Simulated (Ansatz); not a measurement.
`C[Si]F` + NH₃ → `N[Si]F` + CH₄ at 700 K and 1 bar (ligand exchange at the Si–C bond).

Gas-phase electronic energies from Ansatz, PBE0-D4/def2-TZVP geometries. CCSD(T)/CBS is extrapolated from def2-TZVPP and def2-QZVPP, frozen cores. Each species was taken in one conformer, which may not be the lowest.

```csv
species,CCSD(T)/CBS energy (Eh),H − E (kJ/mol),S (J/(mol·K))
`C[Si]F`,-428.74117,145.4,354.0
NH₃,-56.50568,116.9,226.5
`N[Si]F`,-444.83821,116.9,330.3
CH₄,-40.45885,145.9,224.0
```

H − E and S are ideal-gas, rigid-rotor, harmonic terms from PBE0-D4/def2-TZVP, for one conformer and one mirror image of each species. 1 Eh = 2625.50 kJ/mol, R = 8.31446 J/(mol·K).

**Question.** By hand: ΔE, ΔH, ΔS and ΔG.

**Answer.** ΔE = (-444.83821) + (-40.45885) − (-428.74117) − (-56.50568) = -0.05021 Eh = -131.8 kJ/mol. Δ(H − E) = 116.9 + 145.9 − 145.4 − 116.9 = 0.5, so ΔH = -131.3 kJ/mol. ΔS = 330.3 + 224.0 − 354.0 − 226.5 = -26.2 J/(mol·K). ΔG = -131.3 − 700 × (-26.2)/1000 = -113.0 kJ/mol.

**Question.** By hand: the equilibrium constant, and the temperature at which ΔG would vanish if ΔH and ΔS stayed fixed.

**Answer.** log₁₀ K = −ΔG/(RT ln 10) = 8.4. ΔG = 0 at ΔH/ΔS = 5011 K, far beyond where these terms or the molecules hold.

ΔH outweighs TΔS. A doubt of 5 kJ/mol in ΔE shifts log₁₀ K by 0.4 here. Other conformers and mirror images would add mixing entropy, several J/(mol·K) or more a flexible species. These are equilibria of isolated gas molecules and say nothing of rates. Largest T1 diagnostic: 0.014 (customary marks: 0.02 for closed shells, 0.045 for open ones).
